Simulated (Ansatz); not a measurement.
Reaction (SMILES): C1C=CCS1 + 6 [H][H] (H2) → 4 C (CH4) + S (H2S)

Wanted: energy of full hydrogenation (electronic), in kcal/mol. Set-up: non-relativistic; no spin-orbit coupling; 6-31G* and kin with 6d, 5d where marked; frozen cores in correlated levels; no dispersion term unless named. Basis-set limits of correlation are two-point, X^-3; Hartree-Fock from the larger set. [CCSD(T)-MP2]/basis is that difference in the basis named. Ab initio and DFT rows: single points at B3LYP-D3(BJ) geometries (Ansatz, a quantum-chemistry and plane-wave program).

```
species      coefficient  E at HF/6-31G* (Ansatz), Eh  E at PBE/def2-TZVPD (Ansatz), Eh
-----------  -----------  ---------------------------  --------------------------------
C1=CCSC1              -1                   -552.45530                        -553.89321
[H][H] (H2)           -6                     -1.12669                          -1.16589
C (CH4)               +4                    -40.19509                         -40.46301
S (H2S)               +1                   -398.66694                        -399.22829
```

Coupled cluster (Ansatz) is a level with limits of its own, used here on species with T1 under 0.025 (0.045 for open shells) and stable references: RI-MP2/CBS(aug-cc-pV(T+d)Z,aug-cc-pV(Q+d)Z)+[CCSD(T)-MP2]/aug-cc-pV(T+d)Z. Value to compare with, RI-MP2/CBS(aug-cc-pV(T+d)Z,aug-cc-pV(Q+d)Z)+[CCSD(T)-MP2]/aug-cc-pV(T+d)Z (Ansatz): -119.6 kcal/mol. 1 Eh = 627.5095 kcal/mol.

Task: Compute it at each level from the table, and compare with RI-MP2/CBS(aug-cc-pV(T+d)Z,aug-cc-pV(Q+d)Z)+[CCSD(T)-MP2]/aug-cc-pV(T+d)Z (Ansatz).

Result: 
- HF/6-31G*: the sum of coefficient times E is -0.23186 Eh, or -145.49 kcal/mol. Result: -145.5 kcal/mol. Its difference against RI-MP2/CBS(aug-cc-pV(T+d)Z,aug-cc-pV(Q+d)Z)+[CCSD(T)-MP2]/aug-cc-pV(T+d)Z (Ansatz) is -25.9 kcal/mol.
- PBE/def2-TZVPD: the sum of coefficient times E is -0.19178 Eh, or -120.34 kcal/mol. Result: -120.3 kcal/mol. Its difference against RI-MP2/CBS(aug-cc-pV(T+d)Z,aug-cc-pV(Q+d)Z)+[CCSD(T)-MP2]/aug-cc-pV(T+d)Z (Ansatz) is -0.7 kcal/mol.
